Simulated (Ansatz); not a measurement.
# Structure relaxation of Mg2Be

Computed with DFT PBE, scalar-relativistic, plane waves, PAW in Ansatz. Cutoff 420 eV, Γ-centred k mesh, Gaussian smearing, no spin polarisation in the final step.

Mg2Be was placed on the anatase structure type (I4_1/amd, No. 141), with Be in place of Ti, Mg in place of O, at a guessed volume.

```
Mg Be
1.0
    -2.10512    2.10512    5.29145
     2.10512   -2.10512    5.29145
     2.10512    2.10512   -5.29145
Mg Be
4 2
Direct
  0.20660 0.20660 0.00000
  0.95660 0.45660 0.50000
  0.54340 0.04340 0.50000
  0.79340 0.79340 0.00000
  0.00000 0.00000 0.00000
  0.75000 0.25000 0.50000
```

Cell and atoms relax at zero pressure; the relaxation can't lower the symmetry of the start. After a coarse first stage the cell is made exact in the group found at 0.06 Å.

Energies over the elements count from the elements' standard structures at the same level, with no empirical corrections.

(1) Describe the relaxed structure.

(2) What are its volume, energy, density and gap?

Results:

(1) It keeps I4_1/amd (No. 141), but not the shape of the type it started on. Conventional cell: a = 5.002 Å, c = 9.701 Å. Mg is coordinated by 3 Be at 2.51–2.58 Å; Be has 6 Mg at 2.51–2.58 Å.

```
Mg Be
1.0
    -2.50110    2.50110    4.85036
     2.50110   -2.50110    4.85036
     2.50110    2.50110   -4.85036
Mg Be
4 2
Direct
  0.26577 0.26577 0.00000
  0.01577 0.51577 0.50000
  0.48423 0.98423 0.50000
  0.73423 0.73423 0.00000
  0.00000 0.00000 0.00000
  0.75000 0.25000 0.50000
```

(2) The volume per atom is 20.23 Å³, the density is 1.58 g/cm³ and the energy over the elements is 0.53 eV/atom. The gap on the 10×10×10 mesh is 0 eV (a metal).

The final run used a 10×10×10 mesh on its 6-atom cell and 0.10 eV smearing. For metals, differences of a few meV/atom aren't resolved. Symmetry constrained the relaxation, so the result can be a saddle point.

Cost: 3 runs of about 1 core-minutes in all, on Intel Xeon 6975P-C (Granite Rapids) (shared hosts).